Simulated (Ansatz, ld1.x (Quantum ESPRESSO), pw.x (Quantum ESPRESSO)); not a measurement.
**hafnium: one change to the PAW potential, in the atom and in the sc crystal**

hafnium, PAW, made with ld1.x (Quantum ESPRESSO) 7.5 (LDA (PW92), scalar-relativistic). Core [Kr] 4d10 4f14, reference 5s2 5p6 5d2 6s2 6p0. Waves: 5s (bound): rcut 1.95, rcutus 2.30 bohr; 6s (bound): rcut 1.95, rcutus 2.30 bohr; 5p (bound): rcut 1.75, rcutus 1.90 bohr; 6p (bound, empty): rcut 1.75, rcutus 1.90 bohr; 5d (bound): rcut 1.75, rcutus 2.05 bohr; 5d channel at 3.1 Ry: rcut 1.75, rcutus 2.05 bohr. Local part: all-electron potential smoothed inside 1.95 bohr (lloc = -2). Core correction: none. Augmentation charge: PSQ, inside the norm-conserving radii.

Change: local potential all-electron potential smoothed inside 1.38 bohr (lloc = -2).

Cutoffs, loose and tight: the cutoffs (Ry, on a coarse ladder) from which the occupation-weighted sum of valence levels, in a spherical-Bessel basis at the reference potential, stays within 10 and 1 mRy of its value at 400 Ry. They do not see the model core or the augmentation charge, which bear on the density cutoff. Test errors are all-electron minus pseudo excitation energies from the reference, over the configurations 5s2 5p6 5d2 6s1 6p0; 5s2 5p6 5d2 6s0 6p0; 5s2 5p6 5d1 6s0 6p0; 5s2 5p6 5d3 6s0 6p0; 5s2 5p6 5d2 6s0 6p1; 5s2 5p6 5d2.5 6s1.5 6p0; 5s2 5p6 5d2 6s1.5 6p0 (two spin-polarised tests are not counted in the largest error); variants that change the core or the reference have their own tests.

Crystal test: sc Hf in pw.x 7.5, no spin, 12³ k-points, Fermi–Dirac smearing 0.01 Ry, cutoffs set for each file from its atomic test. The reference is all-electron LAPW (Ansatz 0.2.0) with the same functional, mesh and smearing; V0 and B0 come from Birch–Murnaghan fits to the pressures at five volumes. Errors are pseudo minus all-electron; Δ is the rms difference of the E(V) curves that follow from these fits, minima aligned, over ±6 % about the mean V0. Mesh and smearing are coarse, so the numbers serve the comparison and aren't converged zero-temperature values; the lattice is a test structure that the element need not adopt.

All-electron: a0 = 2.830 Å (V0 = 22.66 Å³/atom), B0 = 85.3 GPa.

**Question.** Does the change bring the crystal closer to the all-electron result?

**Answer.** The mean pressure error goes from -1.96 to -2.21 GPa, so the change moves the solid further from the all-electron pressures.

```tsv
quantity	base	changed
outcome (atom)	generated	generated
cutoff, loose (atom)	25 Ry	25 Ry
cutoff, tight (atom)	40 Ry	40 Ry
bound ghosts (atom)	none	none
largest test error (meV) (atom)	-2.6 over the solved tests; test run stopped at test 3 of 9 (negative rho)	-2.5 over the solved tests; test run stopped at test 3 of 9 (negative rho)
cutoffs in pw.x (Ry)	50/400	50/400
a0 (Å)	2.807	2.803
a0 error (%)	-0.82	-0.93
B0 error (%)	-2.0	-2.8
Δ (meV/atom)	10.2	11.7
mean pressure error (GPa)	-1.96	-2.21
```

Base: This is a poor potential for the solid. Atomic configuration tests: test run stopped at test 3 of 9 (negative rho). Changed file: This is a poor potential for the solid. Atomic configuration tests: test run stopped at test 3 of 9 (negative rho). The atomic cutoffs weigh occupied waves only.
